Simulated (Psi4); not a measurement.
# H3PO (SMILES O=[PH3]) at TDA-wB97X/def2-TZVP (save jk yes, sweep point 3)

Wanted: the excited states of H3PO. 

Program for the calculation: Psi4 1.11.

2 further runs of the same task are left out: 2 set aside as unsound or not needed.

### 1 The structure to begin with

H3PO has 5 atoms, charge 0, and is taken as a singlet. As SMILES, `O=[PH3]`. The shape is that of a GFN2-xTB optimisation.

Bond lengths: O1–P2 1.453 Å, P2–H3 1.388 Å, P2–H4 1.387 Å, P2–H5 1.387 Å. Angles: O1–P2–H3 115.2°, O1–P2–H4 115.3°, O1–P2–H5 115.2°, H3–P2–H4 103.2°, H3–P2–H5 103.0°, H4–P2–H5 103.2°.

### 2 The vertical excitations at TDA-wB97X/def2-TZVP (save jk yes, sweep point 3)

job.inp reads:

```
memory 1600 mb

molecule molecule1 {
  0 1
  O     -2.61152592    -0.62034039     1.00712954
  P     -0.11056788    -0.02768449     0.04257553
  H      1.52512237     1.06743070     1.77520872
  H      1.25413564    -2.07552400    -0.85961752
  H     -0.05716422     1.65611818    -1.96529627
  units bohr
  symmetry c1
}

set basis def2-TZVP
set puream true
set scf_type pk
set dft_radial_points 99
set dft_spherical_points 590
set save_jk true

from psi4.driver.procrouting.response.scf_response import tdscf_excitations
energy_value, wavefunction = energy("wb97x", return_wfn=True)
states = tdscf_excitations(wavefunction, states=3, tda=True)
```

On the command line:

```
$ psi4 -i job.inp -o job.out -n 1
```

Q: Predict the results. Wanted: ground-state or mean-field energy; dipole moment; HOMO energy; LUMO energy; HOMO–LUMO gap; lowest excitation energy.

**Answer.** As computed:

At TDA-wB97X/def2-TZVP (save jk yes, sweep point 3):

```
                                quantity          value
       ground-state or mean-field energy  -418.39773 Eh
 dipole moment (wB97X Kohn–Sham density)         3.76 D
  HOMO energy (wB97X Kohn–Sham orbitals)      -10.81 eV
  LUMO energy (wB97X Kohn–Sham orbitals)        2.42 eV
HOMO–LUMO gap (wB97X Kohn–Sham orbitals)       13.22 eV
                lowest excitation energy        6.98 eV
```

**Reading.** The basis has no diffuse functions, so Rydberg states are missing or pushed up, and the true lowest state may lie lower.
